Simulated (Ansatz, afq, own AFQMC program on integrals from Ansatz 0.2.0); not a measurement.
**Atomization energy of GeNH3, singlet**

```xyz
5

Ge    0.0000   -0.0292    0.3354
N     0.0000    0.0337   -1.4792
H     0.0000    1.5671    0.4649
H     0.0000    0.8718   -2.0380
H     0.0000   -0.8031   -2.0403
```

Connectivity, by distances: GeH–NH2.

Atoms in their ground-state spins without spin–orbit coupling (mostly on UHF) minus the molecule (RHF), without zero-point energy. The geometry is a stationary point, not shown to be a minimum.

Basis cc-pVDZ. Only valence electrons are correlated. AFQMC by an in-house program on the Cholesky factors that Ansatz 0.2.0 writes for its CCSD(T) run. The CISD trial takes its coefficients from CCSD amplitudes. Released means that phaseless walkers are propagated on without the constraint, phases kept. ± is one standard error of the sampling. No spin–orbit coupling. The errors of all members are added in quadrature.

No full CI on the walks' own integrals is used here; CCSDT(Q) serves as the reference and is uncertain by about the last step of the cluster series. Each member takes its own surest rung, up to full CI.

Errors are counted within cc-pVDZ, not against nature.

Cautions: inner d shell frozen; no relativity below Rb; no spin-orbit coupling; GeNH₃ (singlet): raised T1 diagnostic (T1 0.020, weight of the determinant 0.87, largest double 0.07).

```json
{"level": "HF", "atomization energy (kcal/mol)": "213.4"}
{"level": "MP2", "atomization energy (kcal/mol)": "306.1"}
```

Question: From these cheaper values, estimate the atomization energy at the reference level in cc-pVDZ.

Answer: 308.1 kcal/mol (CCSDT(Q) in cc-pVDZ).

```json
{"level": "CCSD", "atomization energy (kcal/mol)": "303.1", "error against CCSDT(Q) (kcal/mol)": "-5.0"}
{"level": "CCSD(T)", "atomization energy (kcal/mol)": "307.5", "error against CCSDT(Q) (kcal/mol)": "-0.7"}
{"level": "CCSDT", "atomization energy (kcal/mol)": "307.7", "error against CCSDT(Q) (kcal/mol)": "-0.5"}
{"level": "ph-AFQMC/HF", "atomization energy (kcal/mol)": "309.4 ± 1.8", "error against CCSDT(Q) (kcal/mol)": "1.3 ± 1.8"}
```

Correlation beyond CCSD(T) adds 0.7 kcal/mol. The perturbative (T) step is worth +4.3 kcal/mol.

A walk keeps the symmetry of its determinant, which the program's search chose and which needn't be the lowest solution, so a lower state of the same spin and another symmetry isn't excluded.
